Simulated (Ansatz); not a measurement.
**What a trial cell of LiBe relaxes into**

The calculation used DFT PBE, scalar-relativistic, plane waves, PAW in Ansatz. Cutoff 420 eV, Γ-centred k mesh, Gaussian smearing, no spin polarisation in the final step.

The start is a random cell of LiBe without symmetry, drawn with lower limits on the distances.

```xyz
8
Lattice="5.5986 0.0000 0.0000 -1.1757 3.7928 0.0000 0.3776 -2.5052 4.5602" Properties=species:S:1:pos:R:3 pbc="T T T"
Li    1.6835    1.6231    0.8945
Li    4.5385    1.2655    4.5121
Li    3.9099    2.0786    0.6612
Li    4.1252   -0.0829    2.9618
Be    2.2672    2.4341    2.2332
Be    3.6065   -0.1192    1.3950
Be   -0.2075   -0.2546    4.0493
Be    1.3219   -0.6320    1.6482
```

Cell and atoms relax at zero pressure; the relaxation can't lower the symmetry of the start. After a coarse first stage the cell is made exact in the group found at 0.06 Å.

Energies over the elements count from the elements' standard structures at the same level, with no empirical corrections.

Problem. Which crystal results?

Solution. It ends in C2/m (No. 12). Conventional cell: a = 7.846 Å, b = 3.872 Å, c = 6.534 Å, β = 113.8°. Around Li on Wyckoff site a (1 atom of the primitive cell) lie 6 Be at 2.24–2.28 Å, 2 Li at 2.40 Å and 4 Be at 2.69 Å; around Li on Wyckoff site i (2 atoms of the primitive cell) lie 1 Li at 2.40 Å, 3 Be at 2.50–2.54 Å, 3 Li at 2.58–2.60 Å, 4 Be at 2.74–2.91 Å and 2 Li at 2.78 Å; around Li on Wyckoff site c (1 atom of the primitive cell) lie 2 Be at 2.52 Å, 6 Li at 2.58–2.60 Å and 4 Be at 2.82 Å; Be on Wyckoff site i (2 atoms of the primitive cell) has 1 Be at 2.12 Å, 1 Li at 2.24 Å, 3 Be at 2.32–2.34 Å, 3 Li at 2.52–2.54 Å, 2 Be at 2.58 Å and 2 Li at 2.69 Å (next Li at 2.91 Å); Be on Wyckoff site i (2 atoms of the primitive cell) has 1 Be at 2.12 Å, 2 Li at 2.28 Å and 2 Be at 2.34–2.42 Å (next Li at 2.50 Å).

```xyz
8
Lattice="3.9229 -1.9361 0.0000 3.9229 1.9361 0.0000 -2.6377 0.0000 5.9776" Properties=species:S:1:pos:R:3 pbc="T T T"
Li    0.0000    0.0000    0.0000
Li    4.0797    0.0000    3.8574
Li   -1.3188    0.0000    2.9888
Li    1.1285    0.0000    2.1203
Be    5.6937    0.0000    0.6058
Be    3.4082    0.0000    1.0975
Be    1.8000    0.0000    4.8802
Be   -0.4855    0.0000    5.3718
```

Problem. What are its volume, energy, density and gap?

Solution. The volume per atom is 11.35 Å³, the density is 1.17 g/cm³ and the energy over the elements is 0.19 eV/atom. The gap on the 12×12×6 mesh is 0 eV (a metal).

The final run used a 12×12×6 mesh on its 8-atom cell and 0.10 eV smearing. The k mesh leaves about 4 meV/atom of noise in metals. Symmetry constrained the relaxation, so the result can be a saddle point.

Cost: 2 runs of about 5 core-minutes in all, on Arm Neoverse V1 (shared hosts).